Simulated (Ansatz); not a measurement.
**CCSD(T)/STO-3G run of H3NO (hydroxylamine)**

Aim: the vertical ionisation energy of H3NO (hydroxylamine) at CCSD(T)/STO-3G, from 2 runs. 

Program for the calculation: Ansatz 0.2.0.

51 further runs of the same task are left out: 1 that didn't finish, 50 set aside as unsound or not needed.

### Step 1. The structure to begin with

H3NO has 5 atoms, charge 0, and is taken as a singlet. As SMILES, `NO`. The coordinates come from a GFN2-xTB relaxation. This is one conformer, not always the lowest.

Bond lengths: N1–O2 1.432 Å, N1–H3 1.020 Å, N1–H4 1.020 Å, O2–H5 0.966 Å. Angles: N1–O2–H5 105.0°, O2–N1–H3 105.6°, O2–N1–H4 105.6°, H3–N1–H4 107.4°.

### Step 2. A single-point energy at CCSD(T)/STO-3G

The input, job.yaml:

```yaml
crystal:
  periodic: [false, false, false]
  atoms:
    - {symbol: N, position_ang: [-0.178910, -0.366440, -0.312920]}
    - {symbol: O, position_ang: [0.371730, 0.674250, 0.501760]}
    - {symbol: H, position_ang: [-0.161770, -1.206140, 0.265260]}
    - {symbol: H, position_ang: [-1.156690, -0.114310, -0.454620]}
    - {symbol: H, position_ang: [1.125640, 1.012630, 0.000530]}
basis:
  gaussian:
    orbitals: STO-3G
correlation:
  method: ccsd_t
  frozen_orbitals: {H: 0, "N": 1, O: 1}
accuracy: high
scf:
  omitted_lower_state_checks: [cluster_reference, increment]
```

On the command line:

```sh
$ ansatz run job.yaml --threads 1 --pin off --max-ram 2610MiB --events-out events.jsonl --progress --plain --runs-dir runs
```

The log of the run, cut to the lines that bear on the results:

```text
Warning: RAYON_NUM_THREADS=1 ignored (pool sized by the plan → 1); use --threads N
Functional definition: HF
  name "HF"
[...]
209 factors; integrals over basis functions are off by at most 3.8e-8 eV
[...]
mean field -3517.33825351 eV, -129.2597966791 hartree, gradient 2.2e-8 eV, S^2 0.000000; 0 other end points of the search recorded, 0 dependent functions left out
2 core orbitals not correlated: weight in the atoms' cores, before any rotation towards them, 1.000 or more for the frozen orbitals, at most 0.000 for the correlated occupied ones
reference -3517.33825351 eV, -129.2597966791 hartree; 7, 7 occupied and 4, 4 virtual orbitals, 209 factors
second order -2.22180125 eV of doubles, -0.00000000 eV of singles
cycle   1  -2.75295631 eV  change   -5.3e-1 eV  update   5.2e-2
[...]
cycle  21  -3.02107166 eV  change   2.8e-10 eV  update  8.5e-11
perturbative correction -0.01611884 eV, -0.0005923564 hartree
Total energy: -3520.37544401 eV, -129.3714113711 hartree
Checks for a lower state left out: cluster_reference, increment
```

Run time: 0.12 s. Hardware: 1 thread of Arm Neoverse V1, shared host.

### Step 3. The doublet cation, same level

The input, molecule.yaml:

```yaml
basis:
  gaussian:
    orbitals: STO-3G
crystal:
  periodic: [false, false, false]
  atoms:
    - {symbol: "N", position_ang: [-0.178910, -0.366440, -0.312920]}
    - {symbol: O, position_ang: [0.371730, 0.674250, 0.501760]}
    - {symbol: H, position_ang: [-0.161770, -1.206140, 0.265260]}
    - {symbol: H, position_ang: [-1.156690, -0.114310, -0.454620]}
    - {symbol: H, position_ang: [1.125640, 1.012630, 0.000530]}
total_charge: 1
magnetization:
  spin_polarized: true
  initial_magnetization: 1
correlation:
  method: ccsd_t
  frozen_orbitals: {H: 0, "N": 1, O: 1}
accuracy: high
scf:
  omitted_lower_state_checks: [cluster_reference, increment]
```

On the command line:

```sh
$ ansatz run molecule.yaml --threads 1 --pin off --max-ram 2610MiB --events-out events.jsonl --progress --plain --runs-dir runs
```

The log of the run, cut to the lines that bear on the results:

```text
Warning: RAYON_NUM_THREADS=1 ignored (pool sized by the plan → 1); use --threads N
[... 2 set-up lines as earlier in the session ...]
[...]
209 factors; integrals over basis functions are off by at most 3.8e-8 eV
[...]
mean field -3509.94262753 eV, -128.9880124371 hartree, gradient 1.5e-8 eV, S^2 0.760424; 2 other end points of the search recorded, 0 dependent functions left out
2 core orbitals not correlated: weight in the atoms' cores, before any rotation towards them, 1.000 or more for the frozen orbitals, at most 0.000 for the correlated occupied ones
reference -3509.94262753 eV, -128.9880124371 hartree; 7, 6 occupied and 4, 5 virtual orbitals, 209 factors
second order -2.31542519 eV of doubles, -0.00000000 eV of singles
cycle   1  -2.81009498 eV  change   -4.9e-1 eV  update   6.5e-2
[...]
cycle  34  -3.16730025 eV  change   2.4e-10 eV  update  9.9e-10
perturbative correction -0.03312282 eV, -0.0012172411 hartree
Total energy: -3513.14305059 eV, -129.1056258154 hartree
Checks for a lower state left out: cluster_reference, increment
```

Wall time 0.22 s (1 thread of Arm Neoverse V1, shared host).

### Step 4. What came out

At CCSD(T)/STO-3G, 2 core orbitals frozen:

```
                                                   quantity          value
                                 singlet H3NO: total energy  -129.37141 Eh
  singlet H3NO: correlation energy (2 core orbitals frozen)     -111.6 mEh
                               singlet H3NO: (T) correction      -0.59 mEh
                                singlet H3NO: T1 diagnostic          0.006
                               doublet cation: total energy  -129.10563 Eh
doublet cation: correlation energy (2 core orbitals frozen)     -117.6 mEh
                             doublet cation: (T) correction      -1.22 mEh
          doublet cation: ⟨S²⟩ of the reference determinant          0.760
                              doublet cation: T1 diagnostic          0.026
         vertical ionisation energy (to the doublet cation)       7.232 eV
```

What this shows: The vertical ionisation energy comes to 7.23 eV (167 kcal/mol). In a minimal basis such a difference can be off by several eV, whatever the method. The triples (singlet H3NO) make up 0.5 % of the correlation energy. The triples (doublet cation) make up 1.0 % of the correlation energy.
